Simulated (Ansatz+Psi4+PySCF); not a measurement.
```xyz
6

C     0.6675    0.0000    0.0000
C    -0.6775    0.0000    0.0000
H     1.2377    0.9228    0.0000
H     1.2377   -0.9228    0.0000
H    -1.2377    0.9228    0.0000
H    -1.2377   -0.9228    0.0000
```

Basis set: cc-pVTZ (spherical functions). Left uncorrelated: 2 orbitals. Charge 0, multiplicity 1.

Computed with Ansatz (development build ahead of 0.2.0) and Psi4 1.11; each method stands on the lowest determinant of its kind that the runs found. Restricted open shells among the atoms or ions are ROHF, correlated in semicanonical orbitals with singles.

The vertical ionization energy (product with multiplicity 2 at the same shape, open shells in the same class of orbitals) of singlet C₂H₄:

```csv
method,ionization energy
RHF-MP2,10.59 eV
```

(1) What does RHF give?

## Answers

(1) 8.91 eV. Caution: unrestricted orbitals would lower the determinant. Caution for RHF-MP2: MP2 on this radical cation hangs on the determinant chosen.
